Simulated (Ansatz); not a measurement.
Species: SO₂, net charge 1, doublet state. SMILES of the parent species: O=S=O

Atoms: S1, O2, O3. Bonds: S1-O2, S1-O3.

Bond lengths (Å) and angles (degrees) optimised at PBE/6-31G* with Ansatz (an electronic-structure program); B3LYP/LANL2DZ with Ansatz; B3LYP/6-31G* with Ansatz, each started from the B3LYP-D3(BJ)/def2-TZVP structure (Ansatz) of the last column. A row stands for all coordinates that are equal there. 6-31G* holds six Cartesian d functions. No wavenumbers were computed at PBE/6-31G*, B3LYP/LANL2DZ, so these may be saddle points.

| coordinate | PBE/6-31G* | B3LYP/LANL2DZ | B3LYP/6-31G* | B3LYP-D3(BJ)/def2-TZVP |
|---|---|---|---|---|
| S1-O2 | 1.474 | 1.587 to 1.793 | 1.456 | 1.427 |
| O2-S1-O3 | 131.5 | 104.6 | 130.3 | 131.9 |

A range marks coordinates that this level makes unequal.

Mean signed difference of all 2 bond lengths from B3LYP-D3(BJ)/def2-TZVP: PBE/6-31G* 0.047 Å, B3LYP/LANL2DZ 0.263 Å, B3LYP/6-31G* 0.029 Å.
